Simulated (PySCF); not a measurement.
# FH3Si (monofluorosilane): the cost of one run

Computed with PySCF 2.14.0, with density-fitted response routines of our own, on a single molecule in the gas phase. Atoms count from 0, in the outputs and in this text.

### Step 1. The starting structure

5 atoms, charge 0, multiplicity 1; geometry from: GFN2-xTB. The atoms were then displaced at random by about 0.01 Å, so the start is not that level's minimum.

Bonds of the start (Å): F0–Si1 1.63, Si1–H2 1.46, Si1–H3 1.45, Si1–H4 1.46.

### Step 2. Geometry optimisation at PBE0-D3(BJ)/def2-SVP

Job settings and geometry (Å):

```
{"job": {"xc": "PBE0", "basis": "def2-SVP", "d3": "d3bj", "grid": 1, "shake": 0.01, "kind": "geom"}, "charge": 0, "multiplicity": 1}
F      1.516480    -0.062390    -0.227840
Si    -0.096630    -0.001620     0.008500
H     -0.488710     1.390300    -0.198890
H     -0.246090    -0.453460     1.374080
H     -0.651470    -0.906810    -0.993740
```

On the command line:

```bash
$ OMP_NUM_THREADS=1 python probes_run.py task.json out
```

The driver reads the jobs from task.json and runs them one after another.

**Question.** How long does this first job take on 1 thread of Arm Neoverse V2, shared host, and how much memory does it need?

About 1.7 s, with a peak of 0.25 GiB.
